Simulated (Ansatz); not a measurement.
Basis sets over 5 cases of the bond dissociation energy at MP2 with Ansatz (Al to Cl present), each against its own reference: (a) Hartree-Fock in aug-cc-pV5Z plus the correlation part extrapolated as X^-3 from aug-cc-pVQZ and aug-cc-pV5Z; (b) Hartree-Fock in aug-cc-pVQZ plus the correlation part extrapolated as X^-3 from aug-cc-pVTZ and aug-cc-pVQZ. By their distance from other large sets or by the extrapolation step the references are unsure by up to roughly 0.30 kcal/mol. B3LYP-D3(BJ)/def2-TZVP geometries; electronic energies; frozen cores; unrestricted open shells; no added dispersion term; no relativity. Cartesian d functions in some cases of 6-31G*, 6-31+G*. (X+d) sets on Al to Cl for cc-pVXZ and aug-cc-pVXZ. 

Cases are drawn at random; left out are references unsure by over 0.67 kcal/mol, doubtful singlets, and cases whose largest runs show a restricted determinant unstable towards unrestricted orbitals, <S^2> over 0.1 too high or, where CCSD(T) ran, T1 over 0.025 (0.045 for open shells). Sets are drawn from those converged to one state in every case.

Cases (SMILES) and reference values:
- Cl (HCl) → Cl atom + H atom: 108.40 kcal/mol (a)
- S (H2S) → [SH] (SH) + H atom: 95.82 kcal/mol (b)
- ClO (OH-Cl) → [O]Cl (O-Cl) + H atom: 109.24 kcal/mol (b)
- C(Cl)Cl → Cl[CH]Cl + H atom: 103.83 kcal/mol (b)
- ClF (F-Cl) → F atom + Cl atom: 69.00 kcal/mol (a)

Question: Rank these sets by mean absolute deviation from the references, smallest first: aug-pcseg-2; 6-31G; pcseg-0; def2-TZVPPD; 3-21G.

Answer: aug-pcseg-2 (2.20 kcal/mol, signed -2.20), def2-TZVPPD (2.79 kcal/mol, signed -2.79), 3-21G (23.01 kcal/mol, signed -23.01), 6-31G (23.85 kcal/mol, signed -23.85), pcseg-0 (24.33 kcal/mol, signed -24.33)

Ansatz is a program for electronic structure.
